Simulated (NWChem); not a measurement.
trifluoromethane (CHF₃); SMILES FC(F)F

```xyz
5

F      0.8805     0.8805    -0.1260
C      0.0000     0.0000     0.3340
F      0.3223    -1.2028    -0.1260
F     -1.2028     0.3223    -0.1260
H      0.0000     0.0000     1.4372
```
Atoms are numbered in this order, from 1.

Level: PBE0/def2-SVP (NWChem), optimised geometry, unscaled harmonic frequencies. 

Task: List the harmonic frequencies with IR intensities, and the thermochemistry.

Result: 
| frequency (cm⁻¹) | IR intensity (km/mol) |
|---|---|
| 520 | 3.1 |
| 520 | 3.1 |
| 720 | 16.5 |
| 1179 | 119.0 |
| 1217 | 250.5 |
| 1217 | 250.5 |
| 1424 | 105.8 |
| 1424 | 105.8 |
| 3140 | 50.1 |

```yaml
zero_point_energy: 16.2 kcal/mol
thermal correction to the enthalpy at 298.15 K (with zero-point energy): 19.0 kcal/mol
heat capacity Cv: 10.0 cal/(mol K)
entropy at 298.15 K and 1 atm (symmetry number 3): 61.9 cal/(mol K)
dipole_moment: 1.50 D
```

Rigid rotor and harmonic oscillator.
